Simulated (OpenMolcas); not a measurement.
**CHFO (formyl fluoride), step by step**

Aim: a single-point energy (UHF/STO-3G), then the energy (CASSCF(4,4)/STO-3G), then the energy (CASPT2(4,4)/STO-3G), then the energy (SC-NEVPT2(4,4)/STO-3G), then the energy (MRCI(4,4)/STO-3G) of CHFO (formyl fluoride). 

The calculation is run with OpenMolcas 26.06.

1 further run of the same task is left out (for a known fault of the program).

## 1. The system as given

CHFO has 4 atoms, charge 0, and is taken as a singlet. As SMILES, `O=CF`. The C2–F3 distance was set to 2.012 Å, away from the relaxed value. At this shape a bond of the SMILES string is far longer than usual.

Bond lengths: O1–C2 1.171 Å, C2–H4 1.098 Å. Angles: O1–C2–H4 129.0°. A long bond or contact: C2–F3 2.012 Å.

## 2. The energy at UHF/STO-3G (run 1)

Input file step1.inp:

```
* CHFO Hartree-Fock

&GATEWAY
 BasLib
 $CurrDir
 Coord
 4
 angstrom
 O       -1.206732       0.778114       0.932119
 C       -0.366792       0.655434       0.125069
 F        0.584370      -1.090860      -0.181350
 H        0.037998       1.403604      -0.569421
 Basis
 STO-3G
 Group
 NoSym

&SEWARD

&SCF
 UHF
 Scramble
 0.25
 PrOrbitals
 1 1
```

The basis set STO-3G is read from a file made from the Basis Set Exchange's data (not shown).

The run is started by

```console
$ export MOLCAS_MEM=1860
$ pymolcas step1.inp > step1.log
```

Log:

```text
--- Start Module: gateway ---
[...]
--- Stop Module: gateway /rc=_RC_ALL_IS_WELL_ ---
--- Start Module: seward ---
[...]
      Basis functions           16
--- Stop Module: seward /rc=_RC_ALL_IS_WELL_ ---
--- Start Module: scf ---
[...]
       Convergence after  35 Iterations
[...]
::    Total SCF energy                               -209.7283643411
[...]
      Total spin, S                                     0.6033891172
[...]
      Total electronic charge=   24.000000
      Total            charge=   -0.000000
[...]
      Dipole Moment (debye):
      Origin of the operator (angstrom)=   -0.2617    0.0209    0.2581
                   X=  6.2412E-01               Y=  6.4256E-01               Z= -8.7724E-01           Total=  1.2538E+00
      Quadrupole Moment (debye*angstrom):
[...]
--- Stop Module: scf /rc=_RC_ALL_IS_WELL_ ---
[...]
```

Wall time 2.2 s (1 thread of Arm Neoverse V1, shared host); peak memory 0.37 GiB.

## 3. The energy at CASSCF(4,4)/STO-3G (run 2)

Input file step2.input:

```
&gateway
  baslib = $CurrDir
  coord
  4
  angstrom
  O       -1.206732       0.778114       0.932119
  C       -0.366792       0.655434       0.125069
  F        0.584370      -1.090860      -0.181350
  H        0.037998       1.403604      -0.569421
  basis = STO-3G
  group = NoSym

&seward

&rasscf
  fileorb = $CurrDir/step1.UnaOrb
  spin = 1
  nactel = 4 0 0
  inactive = 10
  ras2 = 4
  orblisting = Nothing
  orbappear = Compact
```

The basis set STO-3G is read from a file made from the Basis Set Exchange's data (not shown).

The run is started by

```console
$ export MOLCAS_MEM=1860
$ pymolcas step2.input > step2.log
```

Log:

```text
--- Start Module: gateway ---
[...]
--- Stop Module: gateway /rc=_RC_ALL_IS_WELL_ ---
--- Start Module: seward ---
[...]
      Basis functions           16
--- Stop Module: seward /rc=_RC_ALL_IS_WELL_ ---
--- Start Module: rasscf ---
[...]
      Number of active orbitals                  4
[...]
      Spin quantum number                      0.0
[...]
      Active orbitals                            4
[...]
      Number of CSFs                            20
[...]
      Number of root(s) required                 1
[...]
      Convergence after 12 iterations
[...]
      printout of CI-coefficients larger than  0.05 for root  1
      energy=    -209.802676
      conf/sym  1111     Coeff  Weight
             1  2200  -0.89024 0.79253
             6  2020   0.39035 0.15237
            10  udud   0.06227 0.00388
            14  0202   0.20580 0.04236
            20  0022  -0.08981 0.00807
      Natural orbitals and occupation numbers for root  1
      sym 1:   1.894479   1.674437   0.325566   0.105518
      ************************************************************************************************************************
      *                                                    Final results                                                     *
[...]
::    RASSCF root number  1 Total energy:   -209.80267601
[...]
      Total electronic charge=   24.000000
      Total            charge=   -0.000000
[...]
      Dipole Moment (debye):
      Origin of the operator (angstrom)=   -0.2617    0.0209    0.2581
                   X=  4.6444E-01               Y=  7.7310E-01               Z= -7.6429E-01           Total=  1.1822E+00
      Quadrupole Moment (debye*angstrom):
[...]
--- Stop Module: rasscf /rc=_RC_ALL_IS_WELL_ ---
[...]
```

It took 1.8 s on 1 thread of Arm Neoverse V1, shared host; peak memory 0.37 GiB.

## 4. A single-point energy at CASPT2(4,4)/STO-3G (run 3)

Input file step3.input:

```
* CHFO CASPT2

&gateway
  baslib=$CurrDir
  coord
  4
  angstrom
  O       -1.206732       0.778114       0.932119
  C       -0.366792       0.655434       0.125069
  F        0.584370      -1.090860      -0.181350
  H        0.037998       1.403604      -0.569421
  basis=STO-3G
  group=NoSym

&seward

&rasscf
  fileorb=$CurrDir/step2.RasOrb
  spin=1
  nactel=4 0 0
  inactive=10
  ras2=4
  orblisting=Nothing
  orbappear=Compact

&caspt2
  imaginary=0.1
  frozen=3
```

The basis set STO-3G is read from a file made from the Basis Set Exchange's data (not shown).

The run is started by

```console
$ export MOLCAS_MEM=1860
$ pymolcas step3.input > step3.log
```

Log:

```text
--- Start Module: gateway ---
[...]
--- Stop Module: gateway /rc=_RC_ALL_IS_WELL_ ---
[...]
      Basis functions           16
[...]
--- Start Module: rasscf ---
[...]
      Number of active orbitals                  4
[...]
      Spin quantum number                      0.0
[...]
      Active orbitals                            4
[...]
      Number of CSFs                            20
[...]
      Number of root(s) required                 1
[...]
      Convergence after  4 iterations
[...]
      printout of CI-coefficients larger than  0.05 for root  1
      energy=    -209.802676
      conf/sym  1111     Coeff  Weight
             1  2200  -0.89024 0.79253
             6  2020   0.39035 0.15237
            10  udud   0.06227 0.00388
            14  0202   0.20580 0.04236
            20  0022  -0.08981 0.00807
      Natural orbitals and occupation numbers for root  1
      sym 1:   1.894480   1.674437   0.325566   0.105517
      ************************************************************************************************************************
      *                                                    Final results                                                     *
[...]
::    RASSCF root number  1 Total energy:   -209.80267601
[...]
      Total electronic charge=   24.000000
      Total            charge=   -0.000000
[...]
      Dipole Moment (debye):
      Origin of the operator (angstrom)=   -0.2617    0.0209    0.2581
                   X=  4.6442E-01               Y=  7.7308E-01               Z= -7.6427E-01           Total=  1.1821E+00
      Quadrupole Moment (debye*angstrom):
[...]
--- Stop Module: rasscf /rc=_RC_ALL_IS_WELL_ ---
[...]
      E2 (Variational):          -0.0706692081
      Total energy:            -209.8733452175
[...]
      Reference weight:           0.96909
[...]
::    CASPT2 Root  1     Total energy:   -209.87334522
[...]
```

It took 1.7 s on 1 thread of Arm Neoverse V1, shared host; peak memory 0.37 GiB.

## 5. The energy at SC-NEVPT2(4,4)/STO-3G (run 4)

Input file step4.inp:

```
* CHFO NEVPT2

&GATEWAY
 BASLIB = $CurrDir
 COORD
 4
 angstrom
 O       -1.206732       0.778114       0.932119
 C       -0.366792       0.655434       0.125069
 F        0.584370      -1.090860      -0.181350
 H        0.037998       1.403604      -0.569421
 BASIS = STO-3G
 GROUP = NoSym

&SEWARD

&RASSCF
 FILEORB = $CurrDir/step2.RasOrb
 SPIN = 1
 NACTEL = 4 0 0
 INACTIVE = 10
 RAS2 = 4
 ORBLISTING = Nothing
 ORBAPPEAR = Compact

&CASPT2
 SC-NEVPT2
 FROZEN = 3
```

The basis set STO-3G is read from a file made from the Basis Set Exchange's data (not shown).

The run is started by

```console
$ export MOLCAS_MEM=1860
$ pymolcas step4.inp > step4.log
```

Log:

```text
--- Start Module: gateway ---
[...]
--- Stop Module: gateway /rc=_RC_ALL_IS_WELL_ ---
[...]
      Basis functions           16
[...]
--- Start Module: rasscf ---
[...]
      Number of active orbitals                  4
[...]
      Spin quantum number                      0.0
[...]
      Active orbitals                            4
[...]
      Number of CSFs                            20
[...]
      Number of root(s) required                 1
[...]
      Convergence after  4 iterations
[...]
      printout of CI-coefficients larger than  0.05 for root  1
      energy=    -209.802676
      conf/sym  1111     Coeff  Weight
             1  2200  -0.89024 0.79253
             6  2020   0.39035 0.15237
            10  udud   0.06227 0.00388
            14  0202   0.20580 0.04236
            20  0022  -0.08981 0.00807
      Natural orbitals and occupation numbers for root  1
      sym 1:   1.894480   1.674437   0.325566   0.105517
      ************************************************************************************************************************
      *                                                    Final results                                                     *
[...]
::    RASSCF root number  1 Total energy:   -209.80267601
[...]
      Total electronic charge=   24.000000
      Total            charge=   -0.000000
[...]
      Dipole Moment (debye):
      Origin of the operator (angstrom)=   -0.2617    0.0209    0.2581
                   X=  4.6442E-01               Y=  7.7308E-01               Z= -7.6427E-01           Total=  1.1821E+00
      Quadrupole Moment (debye*angstrom):
[...]
      E2 (Variational):          -0.0697424266
[...]
      E2 (Variational):          -0.0694143055
      Total energy:            -209.8720903149
[...]
      Reference weight:           0.97038
[...]
::    SC-NEVPT2 Root  1     Total energy:   -209.87209031
[...]
```

Wall time 1.7 s (1 thread of Arm Neoverse V1, shared host); peak memory 0.37 GiB.

## 6. The energy at MRCI(4,4)/STO-3G (run 5)

Input file step5.inp:

```
&gateway
 baslib = $CurrDir
 coord
 4
 angstrom
 O       -1.206732       0.778114       0.932119
 C       -0.366792       0.655434       0.125069
 F        0.584370      -1.090860      -0.181350
 H        0.037998       1.403604      -0.569421
 basis = STO-3G
 group = NoSym

&seward

&rasscf
 fileorb = $CurrDir/step2.RasOrb
 spin = 1
 nactel = 4 0 0
 inactive = 10
 ras2 = 4
 orblisting = Nothing
 orbappear = Compact

&motra
 lumorb
 frozen = 3

&guga
 electrons = 18
 spin = 1
 inactive = 7
 active = 4
 ciall = 1

&mrci
 sdci
```

The basis set STO-3G is read from a file made from the Basis Set Exchange's data (not shown).

The run is started by

```console
$ export MOLCAS_MEM=1860
$ pymolcas step5.inp > step5.log
```

Log:

```text
[...]
      Basis functions           16
[...]
      Number of active orbitals                  4
[...]
      Spin quantum number                      0.0
[...]
      Active orbitals                            4
[...]
      Number of CSFs                            20
[...]
      Number of root(s) required                 1
[...]
      Convergence after  4 iterations
[...]
      printout of CI-coefficients larger than  0.05 for root  1
      energy=    -209.802676
      conf/sym  1111     Coeff  Weight
             1  2200  -0.89024 0.79253
             6  2020   0.39035 0.15237
            10  udud   0.06227 0.00388
            14  0202   0.20580 0.04236
            20  0022  -0.08981 0.00807
      Natural orbitals and occupation numbers for root  1
      sym 1:   1.894480   1.674437   0.325566   0.105517
      ************************************************************************************************************************
      *                                                    Final results                                                     *
[...]
::    RASSCF root number  1 Total energy:   -209.80267601
[...]
      Dipole Moment (debye):
      Origin of the operator (angstrom)=   -0.2617    0.0209    0.2581
                   X=  4.6442E-01               Y=  7.7308E-01               Z= -7.6427E-01           Total=  1.1821E+00
      Quadrupole Moment (debye*angstrom):
[...]
       (But an ACPF correction will be computed)
       USE THE DEFAULT ACPF G-VALUE GFAC=  0.11111111111111110
[...]
                      CI ENERGY:  -209.89074973
[...]
                ACPF CORRECTION:    -0.00532439
[...]
      Total electronic charge=   24.000000
      Total            charge=    0.000000
[...]
     ACPF CORRECTION:     -0.00532439
[...]
  CI State   1     Total energy:   -209.89074973     QDav:     -0.00603555     QACPF:     -0.00532439
[...]
```

Run time: 3.6 s. Hardware: 1 thread of Arm Neoverse V1, shared host; peak memory 0.37 GiB.

## 7. Outcome

| quantity | value |
| --- | --- |
| run 1, UHF/STO-3G: total energy | -209.72836 Eh |
| run 1, UHF/STO-3G: dipole moment | 1.25 D |
| run 1, UHF/STO-3G: HOMO energy | -8.00 eV |
| run 1, UHF/STO-3G: LUMO energy | 8.14 eV |
| run 1, UHF/STO-3G: HOMO–LUMO gap | 16.14 eV |
| run 1, UHF/STO-3G: ⟨S²⟩ | 0.967 |
| run 2, CASSCF(4,4)/STO-3G: total energy | -209.80268 Eh |
| run 2, CASSCF(4,4)/STO-3G: dipole moment (CASSCF density) | 1.18 D |
| run 3, CASPT2(4,4)/STO-3G: total energy | -209.87335 Eh |
| run 3, CASPT2(4,4)/STO-3G: dipole moment (CASSCF density) | 1.18 D |
| run 4, SC-NEVPT2(4,4)/STO-3G: total energy | -209.87209 Eh |
| run 4, SC-NEVPT2(4,4)/STO-3G: dipole moment (CASSCF density) | 1.18 D |
| run 5, MRCI(4,4)/STO-3G: total energy | -209.89075 Eh |
| run 5, MRCI(4,4)/STO-3G: dipole moment (CASSCF density) | 1.18 D |

**Reading.** ⟨S²⟩ (run 1, UHF/STO-3G) is 0.97 where a pure singlet has 0.00: the reference is spin-contaminated. Mulliken charges (run 1, UHF/STO-3G) run from -0.18 on O1 to +0.13 on C2. Mulliken charges (run 2, CASSCF(4,4)/STO-3G) run from -0.16 on O1 to +0.12 on C2; they depend strongly on the basis. Mulliken charges (run 4, SC-NEVPT2(4,4)/STO-3G) of the CASSCF density run from -0.16 on O1 to +0.12 on C2; they depend strongly on the basis. Mulliken charges (run 5, MRCI(4,4)/STO-3G) of the CASSCF density run from -0.16 on O1 to +0.12 on C2; they depend strongly on the basis.
